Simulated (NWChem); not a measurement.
Everything below was run with NWChem. System: P, charge 0, spin multiplicity 4. Its SCF solution wasn't tested for a lower state. Level: UMP2/cc-pVDZ, 5 core orbitals frozen.

NWChem printed:

```
             Northwest Computational Chemistry Package (NWChem) 7.3.0
             --------------------------------------------------------

                                NWChem Input Module
                                -------------------

 Scaling coordinates for geometry "geometry" by  1.889725989
 (inverse scale =  0.529177249)

                             Geometry "geometry" -> ""
                             -------------------------

 Output coordinates in angstroms (scale by  1.889725989 to convert to a.u.)

  No.       Tag          Charge          X              Y              Z
 ---- ---------------- ---------- -------------- -------------- --------------
    1 P                   15.0000     0.00000000     0.00000000     0.00000000

 Effective nuclear repulsion energy (a.u.)       0.0000000000

            Nuclear Dipole moment (a.u.)
            ----------------------------
        X                 Y               Z
 ---------------- ---------------- ----------------
     0.0000000000     0.0000000000     0.0000000000

      Symmetry information
      --------------------

 Group name             D2h
 Group number             26
 Group order               8
 No. of unique centers     1

      Symmetry unique atoms

     1


 Summary of "ao basis" -> "" (spherical)
 ------------------------------------------------------------------------------
       Tag                 Description            Shells   Functions and Types
 ---------------- ------------------------------  ------  ---------------------
 *                          cc-pvdz                   on all atoms

 Summary of "ao basis" -> "ao basis" (spherical)
 ------------------------------------------------------------------------------
       Tag                 Description            Shells   Functions and Types
 ---------------- ------------------------------  ------  ---------------------
 P                          cc-pvdz                  8       18   4s3p1d

                                 NWChem SCF Module
                                 -----------------

  ao basis        = "ao basis"
  functions       =    18
  atoms           =     1
  alpha electrons =     9
  beta  electrons =     6
  charge          =   0.00
  wavefunction    = UHF
  use symmetry    = T
  symmetry adapt  = T

 Summary of "ao basis" -> "ao basis" (spherical)
 ------------------------------------------------------------------------------
       Tag                 Description            Shells   Functions and Types
 ---------------- ------------------------------  ------  ---------------------
 P                          cc-pvdz                  8       18   4s3p1d

      Symmetry analysis of basis
      --------------------------

        ag          6
        au          0
        b1g         1
        b1u         3
        b2g         1
        b2u         3
        b3g         1
        b3u         3

 Forming initial guess at       0.0s

   Symmetry analysis of molecular orbitals - initial alpha
   -------------------------------------------------------

  Numbering of irreducible representations:

     1 ag          2 au          3 b1g         4 b1u         5 b2g
     6 b2u         7 b3g         8 b3u

  Orbital symmetries:

     1 ag          2 ag          3 b3u         4 b2u         5 b1u
     6 ag          7 b3u         8 b2u         9 b1u        10 ag
    11 b3u        12 b2u        13 b1u        14 ag         15 ag
    16 b1g        17 b3g        18 b2g

   Symmetry analysis of molecular orbitals - initial beta
   ------------------------------------------------------

  Numbering of irreducible representations:

     1 ag          2 au          3 b1g         4 b1u         5 b2g
     6 b2u         7 b3g         8 b3u

  Orbital symmetries:

     1 ag          2 ag          3 b3u         4 b2u         5 b1u
     6 ag          7 b1u         8 b3u         9 b2u        10 ag
    11 b1u        12 b3u        13 b2u        14 ag         15 b3g
    16 b2g        17 ag         18 b1g

 Starting SCF solution at       0.0s

 ----------------------------------------------
         Quadratically convergent UHF

 Convergence threshold     :          1.000E-07
 Maximum no. of iterations :          100
[...]
              MO Center=  2.5D-49,  9.1D-50,  4.0D-44, r^2= 2.2D+00
   Bfn.  Coefficient  Atom+Function         Bfn.  Coefficient  Atom+Function
  ----- ------------  ---------------      ----- ------------  ---------------
    13      0.759394  1 P  pz                10      0.330004  1 P  pz

 Vector    8  Occ=0.000000D+00  E= 6.489928D-02  Symmetry=b3u
              MO Center=  1.1D-33, -1.3D-33, -2.1D-33, r^2= 2.2D+00
   Bfn.  Coefficient  Atom+Function         Bfn.  Coefficient  Atom+Function
  ----- ------------  ---------------      ----- ------------  ---------------
    11      0.759394  1 P  px                 8      0.330004  1 P  px

 Vector    9  Occ=0.000000D+00  E= 6.489928D-02  Symmetry=b2u
              MO Center=  1.5D-33,  2.8D-36,  1.6D-33, r^2= 2.2D+00
   Bfn.  Coefficient  Atom+Function         Bfn.  Coefficient  Atom+Function
  ----- ------------  ---------------      ----- ------------  ---------------
    12      0.759394  1 P  py                 9      0.330004  1 P  py

 center of mass
 --------------
 x =   0.00000000 y =   0.00000000 z =   0.00000000

 moments of inertia (a.u.)
 ------------------
           0.000000000000           0.000000000000           0.000000000000
           0.000000000000           0.000000000000           0.000000000000
           0.000000000000           0.000000000000           0.000000000000

  Mulliken analysis of the total density
  --------------------------------------

    Atom       Charge   Shell Charges
 -----------   ------   -------------------------------------------------------
    1 P   15    15.00   2.00  2.01  0.99  1.01  6.00  1.45  1.55  0.00

  Mulliken analysis of the alpha density
  --------------------------------------

    Atom       Charge   Shell Charges
 -----------   ------   -------------------------------------------------------
    1 P   15     9.00   1.00  1.00  0.50  0.50  3.00  1.45  1.55  0.00

   Mulliken analysis of the beta density
   -------------------------------------

    Atom       Charge   Shell Charges
 -----------   ------   -------------------------------------------------------
    1 P   15     6.00   1.00  1.00  0.49  0.51  3.00 -0.00 -0.00  0.00

   Mulliken analysis of the spin density
   -------------------------------------

    Atom       Charge   Shell Charges
 -----------   ------   -------------------------------------------------------
    1 P   15     3.00  -0.00  0.00  0.01 -0.01 -0.00  1.45  1.55  0.00

       Multipole analysis of the density wrt the origin
       ------------------------------------------------

     L   x y z        total         alpha         beta         nuclear
     -   - - -        -----         -----         ----         -------
     0   0 0 0     -0.000000     -9.000000     -6.000000     15.000000

     1   1 0 0     -0.000000     -0.000000     -0.000000      0.000000
     1   0 1 0     -0.000000     -0.000000      0.000000      0.000000
     1   0 0 1     -0.000000     -0.000000     -0.000000      0.000000

     2   2 0 0     -9.959505     -8.102128     -1.857377      0.000000
     2   1 1 0      0.000000      0.000000      0.000000      0.000000
     2   1 0 1      0.000000      0.000000     -0.000000      0.000000
     2   0 2 0     -9.959505     -8.102128     -1.857377      0.000000
     2   0 1 1      0.000000      0.000000     -0.000000      0.000000
     2   0 0 2     -9.959505     -8.102128     -1.857377      0.000000

                   NWChem MP2 Semi-direct Energy/Gradient Module
                   ---------------------------------------------

  Basis functions       =     18
  Molecular orbitals    =     18
  Frozen core           =      5
  Frozen virtuals       =      0
  Active alpha occupied =      4
  Active beta occupied  =      1
  Active alpha virtual  =      9
  Active beta virtual   =     12
  Use MO symmetry       = T
  Use skeleton AO sym   = T

  AO/Fock/Back tols     =   1.0D-09  1.0D-09  1.0D-09

 GA uses MA = F    GA memory limited = T

 Available:
  local mem=  1.26D+08
 global mem=  1.44D+08
 local disk=  0.00D+00
  mp2_memr nvloc                     9
  nvloc new                     9
   1 passes of   4:        2097152                       1578                     21519.
   1 passes of   4: M    126155158           G      144178552           F     124058006.

 Semi-direct pass number   1 of   1  for UHF alpha       at        0.2s
  vrange nnbf                   171
  mp2_eaftype                    10  avail_ma_in_mb                  1099
 EAF : mp2_eaftype filesize          10      10759.
  mp2_eaf for mointskh                     10
Node 0 wrote      0.0 Mb in      0.0 s     Agg I/O rate:   820.5 Mb/s
 Done moints_semi at        0.4s
  mp2_eaftype                    10  avail_ma_in_mb                  1089
 EAF : mp2_eaftype filesize          10      10759.
  mp2_eaf for kh                    10
 Done maket at        0.4s
 Done multipass loop at        0.4s

 GA uses MA = F    GA memory limited = T

 Available:
  local mem=  1.26D+08
 global mem=  1.44D+08
 local disk=  0.00D+00
  mp2_memr nvloc                    12
  nvloc new                    12
   1 passes of   1:        2097152                        966                      7565.
   1 passes of   1: M    126155158           G      144178552           F     124058006.

 Semi-direct pass number   1 of   1  for UHF beta        at        0.4s
  vrange nnbf                   171
  mp2_eaftype                    10  avail_ma_in_mb                  1099
 EAF : mp2_eaftype filesize          10       3782.
  mp2_eaf for mointskh                     10
Node 0 wrote      0.0 Mb in      0.0 s     Agg I/O rate:   324.8 Mb/s
 Done moints_semi at        0.7s
  mp2_eaftype                    10  avail_ma_in_mb                  1089
 EAF : mp2_eaftype filesize          10       3782.
  mp2_eaf for kh                    10
 Done maket at        0.7s
 Done multipass loop at        0.7s

          -------------------------------------------
          SCF energy                -340.709048059073
          Correlation energy          -0.063513255907
          Singlet pairs                0.000000000000
          Triplet pairs                0.000000000000
          Total MP2 energy          -340.772561314980
          -------------------------------------------

          ---------------------------------------------------
                    Spin Component Scaled (SCS) MP2
          Same spin pairs                     -0.017303937758
          Same spin scaling factor             0.333333333333
          Opposite spin pairs                 -0.046209318149
          Opposite spin scaling fact.          1.200000000000
          SCS-MP2 correlation energy          -0.061219161032
          Total SCS-MP2 energy              -340.770267220105
          ---------------------------------------------------

 -----------------------
 Performance information
 -----------------------

 Timer overhead =  1.81D-07 seconds/call

               Nr. of calls         CPU time (s)                 Wall time (s)                GFlops
             ---------------    -------------------     ------------------------------   -------------------
Name         Min   Avg   Max    Min     Avg     Max     Min     Avg     Max   Mx/calls   Min     Max     Sum
mp2: moin     2     2     2   0.50    0.50    0.50     0.50    0.50    0.50    0.25      0.0     0.0     0.0
mp2: make     2     2     2   6.58E-4 6.58E-4 6.58E-4  6.58E-4 6.58E-4 6.58E-4 3.29E-4   0.0     0.0     0.0
mp2: tota     1     1     1   0.52    0.52    0.52     0.52    0.52    0.52    0.52      0.0     0.0     0.0

 The average no. of pstat calls per process was 5.00D+00
 with a timing overhead of 9.06D-07s

 Task  times  cpu:        0.7s     wall:        0.7s

 Total times  cpu:        0.7s     wall:        0.7s
```

Problem. Write an NWChem input that would produce this output.

Solution. Several could match; the one computed here: 
```
start mol
memory heap 200 mb stack 900 mb global 1100 mb
geometry units angstroms nocenter noautoz
  P      0.000000     0.000000     0.000000
  symmetry group D2h
end
basis spherical
  * library cc-pvdz
end
scf
  uhf
  nopen 3
  maxiter 100
  thresh 1e-7
  semidirect memsize 60000000 filesize 0
  # guess.movecs holds the orbitals of an unrestricted PBE0 run
  vectors input guess.movecs output mol.movecs
end
mp2
  freeze core 5
end
task mp2 energy
```
